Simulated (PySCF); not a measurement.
Gas-phase reaction: 3 ethylsilane + 2 CH3SiH ⇌ 5 SiH4 + 2 C4H6 (butadiene)

Energies from PySCF (xtb for GFN2), thermal terms from the rigid-rotor harmonic-oscillator model, ideal gas at 1 bar. † marks an energy on the PBE0/def2-TZVP geometry and frequencies; other levels use their own. MP2 freezes the core. All species are closed-shell singlets. CH3SiH: computed as isolated molecules; such fragments, hydroxides, amides, oligomers or adducts are transient or little studied in the gas. MP2 isn't extrapolated to the basis-set limit.

M06-2X/def2-TZVP† gives ΔH°(298 K) = 96 kJ.

Task: What do MP2/def2-TZVPP†, GFN2-xTB, HF/def2-TZVP† give?

Result: MP2/def2-TZVPP†: 70 kJ; GFN2-xTB: -131 kJ; HF/def2-TZVP†: -25 kJ. For scale, ΔH°(298 K) is 96 kJ at this level, 95 kJ at ωB97M-V/def2-TZVP†, and runs from -131 to 138 kJ over the 20 levels computed.
